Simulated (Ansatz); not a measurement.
**CH₆AlO+ (SMILES C[OH+][AlH2]): single points off equilibrium**

One table from this session's results is given with a row withheld; the runs are named, their logs left out.

Program: Ansatz 0.2.0, Gaussian basis. Level of theory: single points in def2-TZVPP. These are calculated values, not measurements.

Correlated methods freeze the cores.

### The starting structure

SMILES `C[OH+][AlH2]`, 9 atoms, charge 1, spin multiplicity 1.

Atoms are counted from 1 here; the program's logs count them from 0.

Bond lengths: C1–O2 1.477 Å, C1–H4 1.211 Å, C1–H5 1.205 Å, C1–H6 1.100 Å, O2–Al3 1.717 Å, O2–H7 1.006 Å, Al3–H8 1.611 Å, Al3–H9 1.482 Å. Angles: O2–C1–H4 104.4°, O2–C1–H5 108.5°, O2–C1–H6 117.5°, H4–C1–H5 102.1°, H4–C1–H6 115.4°, H5–C1–H6 107.7°, C1–O2–Al3 125.3°, C1–O2–H7 107.1°, Al3–O2–H7 127.5°, O2–Al3–H8 110.7°, O2–Al3–H9 120.5°, H8–Al3–H9 128.6°.

Coordinates:

```
C    -0.2985    1.0630   -0.5699
O     0.3597   -0.2457   -0.3775
Al    0.2343   -1.2228    1.0292
H    -1.0884    1.1396    0.3446
H    -1.0265    0.9888   -1.5273
H     0.3486    1.9416   -0.7101
H     0.8946   -0.4335   -1.2080
H     1.1014   -2.5708    0.8645
H    -0.6707   -0.8351    2.1366
```

Set-up of the first run:

The input, run/in.yaml:

```yaml
crystal:
  periodic: [false, false, false]
  atoms:
    - {symbol: C, position_ang: [-0.298500, 1.063000, -0.569900]}
    - {symbol: O, position_ang: [0.359700, -0.245700, -0.377500]}
    - {symbol: Al, position_ang: [0.234300, -1.222800, 1.029200]}
    - {symbol: H, position_ang: [-1.088400, 1.139600, 0.344600]}
    - {symbol: H, position_ang: [-1.026500, 0.988800, -1.527300]}
    - {symbol: H, position_ang: [0.348600, 1.941600, -0.710100]}
    - {symbol: H, position_ang: [0.894600, -0.433500, -1.208000]}
    - {symbol: H, position_ang: [1.101400, -2.570800, 0.864500]}
    - {symbol: H, position_ang: [-0.670700, -0.835100, 2.136600]}
basis:
  gaussian: {orbitals: def2-TZVPP}
total_charge: 1
correlation: {method: ccsd_t}
output: {forces: true}
```

The command line of these runs was not kept.

Among the steps run: CCSD(T)/def2-TZVPP; PBE0-D4/def2-TZVPP; wB97M-V/def2-TZVPP; r2SCAN-D4/def2-TZVPP; PBE-D4/def2-TZVPP; BHLYP-D4/def2-TZVPP; B97M-V/def2-TZVPP.

One table of the session follows, with a row left open; its other results are not shown here.

```
   method  RMS force component (eV/Å)  angle to CCSD(T) forces (°)
  CCSD(T)                       1.706                    reference
  PBE0-D4                       1.683                          2.9
  wB97M-V                       1.714                          1.5
r2SCAN-D4                       1.666                          1.7
   PBE-D4                       1.591                          4.2
 BHLYP-D4                           ?                            ?
   B97M-V                       1.709                          3.2
```

Estimate the missing values for BHLYP-D4.

As computed: RMS force component (eV/Å): 1.802; angle to CCSD(T) forces (°): 4.4. In the column «RMS force component (eV/Å)» it is the highest.
